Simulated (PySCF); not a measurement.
Method: ωB97X-D3(BJ)/def2-TZVP // PBE0-D3(BJ)/def2-TZVP (PySCF). Isolated molecules, 0 K electronic values unless said otherwise. 

Reference species (SMILES): `[NH2]` (neutral, multiplicity 2).

dipole moment: 1.97 D

Changed species: `[Al]([Br])[NH2]` (radical fragment; the reference has radical fragment).

Task: Predict the effect on the dipole moment.

Result: the dipole moment goes up by 0.46 D, to 2.43 D.
